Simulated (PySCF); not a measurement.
# anthracene radical anion: computed EPR parameters against published values

The experiment to reproduce: a(1H H17/H19/H22/H24) -2.74 G [1]; a(1H H15/H16/H20/H21) -1.51 G [1]; a(1H H18/H23) -5.34 G [1]; a(13C C3/C7/C10/C14) 3.57 G [1]; a(13C C1/C2/C8/C9) -0.25 G [1]; a(13C C5/C12) 8.76 G [1]; a(13C C4/C6/C11/C13) -4.59 G [1]. Sources and the comparison follow the method.

Compound: anthracene radical anion, C14H10 (charge -1 and doublet state).
Bonds: C1–C2 (aromatic), C2–C3 (aromatic), C3–C4 (aromatic), C4–C5 (aromatic), C5–C6 (aromatic), C6–C7 (aromatic), C7–C8 (aromatic), C8–C9 (aromatic), C9–C10 (aromatic), C10–C11 (aromatic), C11–C12 (aromatic), C12–C13 (aromatic), C13–C14 (aromatic), C1–C14 (aromatic), C4–C13 (aromatic), C6–C11 (aromatic). Hydrogens: H15 on C1; H16 on C2; H17 on C3; H18 on C5; H19 on C7; H20 on C8; H21 on C9; H22 on C10; H23 on C12; H24 on C14.

As a line formula: anthracene radical anion, `c12ccccc1cc1ccccc1c2` [SMILES of the parent framework; charge -1 and doublet state].

Method: PySCF, UKS B3LYP, IGLO-III on C, pcH-1 on H, non-relativistic, mean-field spin-orbit, GIAO. Geometry: PBE0-D3(BJ)/def2-SVP; no solvent, vibrations or thermal averaging. Whether the extra electron is bound in the gas phase wasn't checked; a finite basis holds it in any case. The SCF solution wasn't tested for stability. No frequencies were computed at this geometry's level, so the symmetric structure isn't shown to be a minimum.

```
           nucleus  computed a_iso (MHz)  published  in MHz  difference of magnitudes (MHz)  source
1H H17/H19/H22/H24                  -9.4    -2.74 G    -7.7                            +1.7     [1]
1H H15/H16/H20/H21                  -4.1    -1.51 G    -4.2                            -0.1     [1]
        1H H18/H23                 -15.8    -5.34 G   -15.0                            +0.8     [1]
 13C C3/C7/C10/C14                  10.2     3.57 G    10.0                            +0.2     [1]
   13C C1/C2/C8/C9                  -1.7    -0.25 G    -0.7                            +1.0     [1]
        13C C5/C12                  20.6     8.76 G    24.6                            -4.0     [1]
 13C C4/C6/C11/C13                 -12.9    -4.59 G   -12.9                             0.0     [1]
```

Values published in field units are turned into MHz with the computed g_iso.

Sources: [1] measured, solution or matrix (EPR); Pople, Beveridge, Approximate Molecular Orbital Theory, McGraw-Hill 1970 (compilation of measured values).

In relative terms the largest miss is 1H H17/H19/H22/H24, by 23 %. The measured numbers hold vibrational averaging and, outside the gas phase, effects of the matrix or solvent; the computed ones belong to one rigid, isolated geometry and carry the errors of functional and basis. An EPR spectrum gives magnitudes, so published signs often rest on theory.

The Mulliken spin populations are largest on C12 (+0.27), C5 (+0.27), C10 (+0.14) and C14 (+0.14).

⟨S²⟩ = 0.7616 against the exact 0.7500, so spin contamination is small.
